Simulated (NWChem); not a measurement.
# nitrogen dioxide (NO$_{2}$, doublet); SMILES [O]N=O

```xyz
3

O     -1.0919     0.0000    -0.1392
N      0.0000     0.0000     0.3154
O      1.0919     0.0000    -0.1392
```
Atoms are numbered in this order, from 1.

Program: NWChem. Spin-unrestricted. In the optimisation the excess spin sits in a1 (C2v, its own frame). All runs use the structure optimised with PBE0-D3(BJ)/def2-TZVP, spin-unrestricted. No stability test was run on the SCF state. Solvent water, SMD (1 M gas to 1 M solution), gas-phase geometry. Reactions with the solvent are ignored.

```tsv
level	basis functions	solvation free energy (kcal/mol)	cavity-dispersion-structure term (kcal/mol)	dipole in solution (D)
PBE0/3-21G	27	2.4	4.4	0.30
PBE0/pcseg-1	42	2.9	4.4	0.45
PBE0/aug-pcseg-1	69	3.3	4.4	0.41
PBE0/pcseg-2	90	3.1	4.4	0.43
PBE0/def2-TZVPP	93	3.2	4.4	0.41
PBE0/def2-QZVP	171	3.2	4.4	0.42
```
